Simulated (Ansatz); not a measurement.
Results of r²SCAN (plane waves, PAW; Ansatz, a program for electronic structure) for zinc-blende InP.

The same calculation (at the measured cell, 25.270 Å³/atom) with different numerical settings:

| run | k mesh | gap on the mesh (eV) | total energy (eV/atom) | rough time |
|---|---|---|---|---|
| 1 | 4×4×4 | 1.130 | -3185.8177 | under 3 core-s |
| 2 | 6×6×6 | 1.139 | -3185.8628 | 3 core-s |
| 3 | 8×8×8 | 1.141 | -3185.8673 | 5 core-s |
| 4 | 12×12×12 | 1.141 | -3185.8680 | 10 core-s |
| 5 | 16×16×16 | 1.141 | -3185.8681 | 20 core-s |
| 6 | 20×20×20 | 1.141 | -3185.8681 | 30 core-s |

In the column total energy (eV/atom) the first row differs from the last by +0.0504 and the next to last by 0.0000.

The last row is no converged limit: other settings stay fixed.

Spin–orbit coupling is not included.
